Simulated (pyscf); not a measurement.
Structures and frequencies: ωB97X-D3(BJ)/def2-SVP in PySCF.

### Question
How much does it cost (ΔH, 298 K, ωB97M-D3(BJ)/def2-TZVP) to split `[CH3][In]([CH3])[Cl]` at its C–In bond into CH₃• + [H₃C–In–Cl]•?

### Answer
C–In to CH₃• + [H₃C–In–Cl]•: 2.69 eV. The 7 functionals that were run give +2.39 (r²SCAN) to +2.83 eV (ωB97X-D3(BJ)). The radicals are drawn with the spin at the cut bond; how far it spreads was not checked. Other isomers of [H₃C–In–Cl]• were not searched in full and may lie lower. Elements past Kr carry the def2 core potentials, without spin-orbit coupling.
